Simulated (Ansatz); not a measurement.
# Mean errors over 12 atomization energies

Ansatz 0.2.0, functionals in def2-QZVPP, HF, MP2 and coupled cluster extrapolated from def2-TZVPP and def2-QZVPP (exp(−7.88 √X), X^−2.97); geometries are PBE0/def2-TZVP minima. Wave-function levels freeze the cores; HF, MP2 and coupled cluster are restricted for singlets and unrestricted otherwise, atoms included (their steps beyond CCSDT(Q) come from restricted open-shell runs), Kohn–Sham unrestricted where that lies lower. The best estimate adds to that CCSD(T) limit the step from CCSD(T) to the highest level run in a smaller set (CCSDT(Q)/cc-pVDZ, CCSDT(Q)/cc-pVTZ, CCSDTQ/cc-pVDZ, full CI/cc-pVDZ). It lacks core correlation, which semilocal and hybrid functionals hold and which counts in their errors here, (a few kJ/mol in atomization energies of light atoms) is good to about 1 kcal/mol where the step is under 0.06 eV, as here, and is no measured value. An error is the level's value less this estimate. Energies are electronic, without zero-point terms. No spin–orbit coupling and no scalar relativity. B2PLYP's MP2 part freezes the cores and isn't at its limit in this set. CCSD(T)'s error is that step with its sign reversed, by construction, and steps from double-zeta sets run high. The species are chosen: bound, without strong static correlation by their natural occupations or amplitudes, in their lowest spin state as far as vertical gaps and like structures tell, and with a ladder that closes on the reference, so errors are smaller than for species at large; levels whose determinant breaks symmetry or spin markedly are left out.

```tsv
species	quantity	reference	value (kJ/mol)	error CCSD(T)	error PBE	error r2SCAN	error B97M-V	error PBE0	error wB97M-V	error B2PLYP
PN, singlet (N–P 1.479)	atomization	limit + step to CCSDTQ/cc-pVDZ	608.0	-3.9	44.6	-26.9	-2.9	-27.4	11.0	15.9
N2, singlet (N–N 1.089)	atomization	limit + step to full CI/cc-pVDZ	950.5	-3.8	65.9	-29.8	-13.1	-8.0	12.5	13.8
HNC, singlet (C–N 1.163, N–H 0.997, angle at N 180°)	atomization	limit + step to CCSDT(Q)/cc-pVDZ	1243.4	-2.5	58.4	-13.7	-3.5	1.5	16.8	9.0
HCO, doublet (C–O 1.169, C–H 1.125, angle at C 125°)	atomization	limit + step to CCSDTQ/cc-pVDZ	1165.0	-2.8	69.1	17.7	1.2	9.1	6.4	9.2
H2N–NH, doublet (N–N 1.338, N–H 1.007/1.012/1.021, angles at N 106°, angles at N 114/115/121°)	atomization	limit + step to CCSDT(Q)/cc-pVDZ	1458.2	-2.6	86.0	6.5	6.2	20.6	24.8	15.8
HOP, triplet (O–P 1.634, O–H 0.963, angle at O 115°)	atomization	limit + step to CCSDTQ/cc-pVDZ	819.4	-1.9	38.5	11.6	8.0	-2.0	13.7	4.2
HB–NH, singlet (B–N 1.233, B–H 1.172, N–H 0.991, angles at N 180°, angles at B 180°)	atomization	limit + step to CCSDT(Q)/cc-pVTZ	1475.8	-1.0	53.0	9.0	11.5	8.5	22.2	22.3
HAlSi, triplet Σ⁻ (Al–Si 2.333, Al–H 1.599, angle at Al 180°)	atomization	limit + step to CCSDT(Q)/cc-pVDZ	514.7	-3.4	9.1	19.6	46.8	-0.7	-10.4	-15.0
HB–AlH, triplet Σ⁻ (B–Al 1.909, B–H 1.183, Al–H 1.571, angles at Al 180°, angles at B 180°)	atomization	limit + step to CCSDTQ/cc-pVDZ	862.5	-2.4	26.3	47.8	51.3	19.6	4.9	-0.3
H2B–O, doublet (B–O 1.281, B–H 1.211, angles at B 120°)	atomization	limit + step to CCSDT(Q)/cc-pVTZ	1359.0	-3.1	64.8	48.6	35.4	18.2	21.6	15.5
CH2, triplet (C–H 1.079, angle at C 135°)	atomization	limit + step to full CI/cc-pVDZ	796.3	-0.3	17.5	27.2	2.5	14.2	0.2	1.4
CO2, singlet (C–O 1.157, angle at C 180°)	atomization	limit + step to CCSDTQ/cc-pVDZ	1626.3	-3.4	113.5	26.7	12.1	12.5	8.0	10.7
```

| level | mean absolute error (kJ/mol) | mean signed error | largest error |
| --- | --- | --- | --- |
| CCSD(T) | 2.6 | -2.6 | -3.9 (PN) |
| B2PLYP | 11.1 | 8.5 | 22.3 (HB–NH) |
| PBE0 | 11.9 | 5.5 | -27.4 (PN) |
| wB97M-V | 12.7 | 11.0 | 24.8 (H2N–NH) |
| B97M-V | 16.2 | 13.0 | 51.3 (HB–AlH) |
| r2SCAN | 23.8 | 12.0 | 48.6 (H2B–O) |
| PBE | 53.9 | 53.9 | 113.5 (CO2) |

Errors of one sign throughout: PBE (too high).
